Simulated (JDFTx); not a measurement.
Input for a modified build of JDFTx: N2H4 (built from hydrazine), charge +1, multiplicity 2, CANDLE, water, 2 M NaF; lengths in bohr, energies in hartree. JDFTx counts charge in electrons: elec-initial-charge is the number of excess electrons. The run starts from orbitals saved by an earlier run of the same system.

```
lattice \
  22.2042819644 0.0000000000 0.0000000000 \
  0.0000000000 19.8421243086 0.0000000000 \
  0.0000000000 0.0000000000 19.3696927774
coords-type Cartesian
ion N -1.2843087277 -0.4059599807 0.6754277664 0
ion N 1.2842367261 0.4058869010 0.6754104579 0
ion H -2.3840819190 1.1333944038 1.0020974458 0
ion H -1.8278359744 -1.1931544007 -1.0020694304 0
ion H 2.3840819190 -1.1333820017 1.0020412218 0
ion H 1.8276404936 1.1931544007 -1.0020974458 0
ion-species pseudo/n_pbe_v1.2.upf
ion-species pseudo/h_pbe_v1.4.upf
elec-cutoff 20 100
elec-ex-corr gga-PBE
symmetries none
elec-n-bands 7
spintype z-spin
elec-initial-magnetization 1 yes
elec-initial-charge -1
electronic-scf nIterations 100 energyDiffThreshold 1e-8
fluid LinearPCM
pcm-variant CANDLE
fluid-solvent H2O
fluid-cation Na+ 2
fluid-anion F- 2
fluid-minimize nIterations 400 knormThreshold 1e-11
wavefunction read s0.wfns
dump-name s1.$VAR
dump End State Ecomponents EigStats BandEigs Forces ElecDensity IonicPositions FluidDebug
```

The log closes as follows.

```
[...]
SCF: Cycle: 14   Etot: -22.078804130704146   dEtot: -2.713e-08   |Residual|: 7.768e-05   |deigs|: 1.294e-05
SCF: Cycle: 15   Etot: -22.078804138239970   dEtot: -7.536e-09   |Residual|: 5.855e-05   |deigs|: 8.439e-06
SCF: Cycle: 16   Etot: -22.078804142310538   dEtot: -4.071e-09   |Residual|: 3.735e-05   |deigs|: 5.627e-06
SCF: Converged (|Delta E|<1.000000e-08 for 2 iters).

# Ionic positions in cartesian coordinates:
ion N  -1.284308727700000  -0.405959980700000   0.675427766400000 0
ion N   1.284236726100000   0.405886901000000   0.675410457900000 0
ion H  -2.384081919000000   1.133394403800000   1.002097445800000 0
ion H  -1.827835974400000  -1.193154400700000  -1.002069430400000 0
ion H   2.384081919000000  -1.133382001700000   1.002041221800000 0
ion H   1.827640493600000   1.193154400700000  -1.002097445800000 0

# Forces in Cartesian coordinates:
force N   0.046325526193532   0.040601070995308   0.005813604405414 0
force N  -0.046328076634029  -0.040532729465788   0.005858356995909 0
force H  -0.008940210642177   0.014670491640244  -0.001839555646836 0
force H  -0.003286359790561  -0.033919542576116  -0.003933383042888 0
force H   0.008944003543094  -0.014683226012683  -0.001837433785444 0
force H   0.003285728526801   0.033918780284151  -0.003926646637158 0

# Energy components:
   A_diel =       -0.0670682911578821
   Eewald =       12.9913388393985212
       EH =       28.1240375143703503
     Eloc =      -72.4351197346384339
      Enl =        3.0266158526169957
      Exc =       -6.4902622949096269
 Exc_core =        0.1772362804918496
       KE =       12.5927899703927615
  MuShift =        0.0016277211249304
-------------------------------------
     Etot =      -22.0788041423105383


	eMin: -0.962682 at state 0 ( [ +0.000000 +0.000000 +0.000000 ] spin 1 )
	HOMO: -0.281896 at state 1 ( [ +0.000000 +0.000000 +0.000000 ] spin -1 )
```

The run took 17 electronic cycles (a count that differs between repeats, as do the digits past 10⁻⁶ Ha); the highest occupied level lies at -7.67 eV from the bulk liquid; the total lies -3.70 eV from the vacuum run at this geometry. The continuum can't coordinate to the solute or react with it.
